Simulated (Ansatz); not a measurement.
## Ligand exchange: MgH(CH3) + HOF → MgHF + CH4O

Species: MgH(CH3), singlet; HOF (hypofluorous acid) `OF`, singlet; MgHF `[F][MgH]`, singlet; CH4O `CO`, singlet. The partners trade CH3 for F: Mg–CH3 and O–F bonds give way to Mg–F and O–CH3.

Shapes, held fixed at every level: PBE0-D4/def2-TZVP. Programs: Ansatz 0.2.0. The zero-point and thermal change to 298 K, harmonic and unscaled (PBE0-D4/def2-TZVP), is +11.8 kJ/mol.

(1) Estimate ΔH(298 K) of this reaction.

Answers

(1) The highest level, CCSD(T)/def2-TZVPP, gives ΔH(298 K) = -501.1 kJ/mol; the levels span -559.2 to -474.2. The column of differences is taken from that level and isn't an error. No measured value is set beside it here. Correlated rows may include outer-core shells of Mg, which these sets cover unevenly.

```
                level                   kind  ΔH(298 K) (kJ/mol)  less CCSD(T)/def2-TZVPP
          HF/def2-SVP           Hartree–Fock              -559.2                    -58.1
    PBE-D4/def2-TZVPP                    GGA              -474.2                    +26.9
  B3LYP-D4/def2-TZVPP          global hybrid              -498.1                     +3.0
r2SCAN0-D4/def2-TZVPP          global hybrid              -512.5                    -11.4
       MP2/def2-TZVPP    perturbation theory              -526.9                    -25.8
     CCSD(T)/def2-SVP  coupled cluster or CI              -512.6                    -11.5
      CCSD/def2-TZVPP  coupled cluster or CI              -510.4                     -9.3
   CCSD(T)/def2-TZVPP  coupled cluster or CI              -501.1                      0.0
```
